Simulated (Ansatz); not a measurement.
Run this with Ansatz 0.2.0, Python API and show what comes out.

The script, `run_ip.py`:
```python
# -*- coding: utf-8 -*-
'''Vertical ionisation energy of BClH.'''

import ansatz
from ase import Atoms

BASIS_SET = '6-31G*'
METHOD = 'CCSD(T)'


def energy(molecule, charge=0, unpaired=0):
    calc = molecule.calculation().basis(gaussian=BASIS_SET).correlation(METHOD)
    if charge:
        calc = calc.charge(charge)
    if unpaired:
        calc = calc.spin('collinear', total=unpaired)
    return calc.run(threads=1).report['free_energy_ev']

atoms = Atoms(['B', 'Cl', 'H'], positions=[
    [0.0735, -0.5876, -0.032],
    [0.9564, 0.8952, 0.6234],
    [-1.0408, -0.3724, -0.6047],
])
geometry = ansatz.Crystal.molecule_from_ase(atoms)

# delta-SCF style differences, no relaxation
parent = energy(geometry, 0, 1)
cation = energy(geometry, 1, 0)
print(f'E(N)   = {parent:.5f} eV')
print(f'E(N-1) = {cation:.5f} eV  (0 unpaired)')
print(f'vertical ionisation energy {cation - parent:.3f} eV')
other = energy(geometry, 1, 2)
print(f'to the state with 2 unpaired electrons: {other - parent:.3f} eV')
```

```console
$ python run_ip.py
E(N)   = -13195.26408 eV
E(N-1) = -13186.29737 eV  (0 unpaired)
vertical ionisation energy 8.967 eV
to the state with 2 unpaired electrons: 11.833 eV
```

Caveats:
- Total energies depend on the basis set; only differences at equal settings carry meaning.
- The geometry is a force-field or estimated start, not a minimum of this method, and the basis set is short of its limit. All parts are taken at fixed geometry, without zero-point energy. At an unrelaxed start these energies can be a whole eV from those at the minimum, and a small affinity can change sign.
- The species is open-shell (spin multiplicity 2).
- Only the spin states typed were run; another state of an ion can lie lower, by up to an eV or two.
- It ran for 4.3 s on 1 thread of Arm Neoverse V1, with other jobs on the host, peak memory 0.17 GiB.
